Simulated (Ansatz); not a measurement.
Basis-set extrapolation for C₂H₅F₂NO (`NCC(O)(F)F`) (PBE0-D4/def2-TZVP geometry, frozen core, Ansatz). Multiplicity 1, RHF reference.

```json
{"": "HF", "def2-TZVPP": "-407.028924", "def2-QZVPP": "-407.046968"}
{"": "MP2 correlation", "def2-TZVPP": "-1.284102", "def2-QZVPP": "-1.389559"}
{"": "CCSD(T) correlation", "def2-TZVPP": "-1.352660", "def2-QZVPP": "not run"}
```

Energies in hartree. Use E(X) = E(∞) + A·exp(−7.88·√X) for Hartree–Fock and E(X) = E(∞) + B·X^(−2.97) for correlation, with X = 3 and 4, and add CCSD(T) minus MP2 of the smaller set to the MP2 limit.

Problem. What is the CCSD(T) energy at the basis-set limit?

Solution. HF limit: -407.046968 + (-0.018044) × 0.13774 = -407.04945. MP2 limit: -1.389559 + (-0.105457) × 0.74074 = -1.46768. Higher-order term: -1.352660 − (-1.284102) = -0.06856. Total: -408.58569 hartree, 128.1 kcal/mol below CCSD(T)/def2-TZVPP.
